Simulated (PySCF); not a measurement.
Gas-phase reaction: SiH₄ + 4 OH → Si(OH)₄ + 4 H

Energies from PySCF, thermal terms from the rigid-rotor harmonic-oscillator model, ideal gas at 1 bar. † marks an energy on the PBE0/def2-TZVP geometry and frequencies; other levels use their own. 6-31G* has spherical d functions here. Open shells (unrestricted): OH (multiplicity 2), H (multiplicity 2); the rest are closed-shell singlets. Spin-orbit splitting is ignored; it lowers the true energy and changes the entropy of OH. B3LYP is the form with VWN-RPA correlation.

PBE/def2-SVP gives ΔH°(298 K) = -652 kJ.

Q: What do r2SCAN/def2-TZVP†, B3LYP/6-31G*, PBE0/def2-QZVP† give?

A: r2SCAN/def2-TZVP†: -620 kJ; B3LYP/6-31G*: -525 kJ; PBE0/def2-QZVP†: -621 kJ. For scale, ΔH°(298 K) is -652 kJ at this level, -640 kJ at ωB97M-V/def2-TZVP†, and runs from -857 to -363 kJ over the 20 levels computed († marks an energy on the PBE0/def2-TZVP geometry).
